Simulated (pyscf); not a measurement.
# Multi-bond step: H₃Si–SiH₂–SiH₃ -> H₂Si=SiH–SiH₃ + H₂

Gas phase, singlet surface, charge 0. Bonds broken: Si1–H4, Si2–H7, Si3–H9. Bonds formed: Si3–H7, H4–H9. Structures and frequencies: ωB97X-D3(BJ)/def2-SVP in PySCF.

Transition state (Å):

```xyz
11

Si    -0.4464     0.4070    -1.8112
Si    -0.1079     0.9389     0.3774
Si    -1.6699    -0.2938     1.3990
H     -2.6147     0.1148    -1.0922
H     -0.2991    -1.0884    -1.6416
H      0.7849     0.8140    -2.5773
H      0.2851    -0.1273     1.5435
H     -0.0204     2.2391     1.0970
H     -3.0159    -0.1641    -0.4286
H     -1.5782    -1.7627     1.1761
H     -2.2616    -0.0420     2.7485
```

One imaginary mode, 596i cm⁻¹; descent along it reached the two sides named.

```tsv
bond	change	reactant side (Å)	saddle	product side
Si1–H4	breaks	1.493	2.303	3.6
Si2–H7	breaks	1.494	1.628	3.2
Si3–H9	breaks	1.493	2.273	3.5
Si3–H7	forms	3.2	1.967	1.492
H4–H9	forms	3.7	0.824	0.761
```

Electronic energies relative to the reactant's lowest minimum found (eV):

```
level                   barrier  reaction energy  reverse barrier
----------------------  -------  ---------------  ---------------
ωB97X-D3(BJ)/def2-TZVP     4.17            +2.27             1.89
PBE/def2-TZVP              3.40            +2.01             1.39
r²SCAN/def2-TZVP           3.72            +2.13             1.59
B3LYP-D3(BJ)/def2-TZVP     3.78            +2.12             1.66
PBE0-D3(BJ)/def2-TZVP      3.77            +2.21             1.56
M06-2X/def2-TZVP           3.94            +2.15             1.78
ωB97M-D3(BJ)/def2-TZVP     3.95            +2.23             1.72
HF/def2-TZVP               5.14            +2.50             2.64
```

With ωB97M-D3(BJ)/def2-TZVP energies and thermal terms (ideal gas, 1 atm, RRHO with modes under 100 cm⁻¹ raised to 100, one conformer, R ln 2 for chiral ones without a mode under 150 cm⁻¹), in eV:

```csv
T (K),ΔH‡,ΔG‡,ΔH,ΔG
298,3.73,3.75,+2.12,+1.74
600,3.75,3.76,+2.15,+1.34
900,3.75,3.76,+2.14,+0.93
1200,3.75,3.76,+2.11,+0.53
```

This saddle turned up in a search for another step; its sides and bond changes are read from the two ends of the descent. The same reactants have a lower exit, to SiH₃• + •H₂Si–SiH₃ (no saddle counted: cutting one bond costs +3.37 eV at ωB97M-D3(BJ)/def2-TZVP, against +3.95 eV here). H₂Si=SiH–SiH₃ lies 0.47 eV over its isomer cyclic H₆Si₃ (SMILES [SiH2]1[SiH2][SiH2]1) (electronic energy, ωB97M-D3(BJ)/def2-TZVP). Another saddle between the same species, by other bonds, lies lower (3.28 eV against 3.95 eV at ωB97M-D3(BJ)/def2-TZVP).
